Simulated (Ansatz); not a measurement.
Diamond-structure Si, treated with revPBE (plane waves, PAW; Ansatz, a quantum-chemistry and plane-wave program).

Numerical settings: plane-wave cutoff 520 eV, 12×12×12 k mesh, Fermi–Dirac smearing 0.01 eV, scalar-relativistic PAW data made under PBE.

The cell is scaled about its equilibrium volume:

| V (Å³/atom) | P (GPa) | direct gap at Γ (eV) | smallest gap on the k mesh (eV) |
|---|---|---|---|
| 19.483 | 6.08 | 2.577 | 0.560 |
| 19.898 | 3.84 | 2.569 | 0.601 |
| 20.312 | 1.82 | 2.561 | 0.640 |
| 20.727 | 0.00 | 2.552 | 0.677 |
| 21.141 | -1.63 | 2.544 | 0.712 |
| 21.556 | -3.09 | 2.535 | 0.744 |
| 21.970 | -4.41 | 2.421 | 0.776 |

The fundamental gap (0.68 eV at the equilibrium volume, with added k points) lies elsewhere than Γ–Γ.
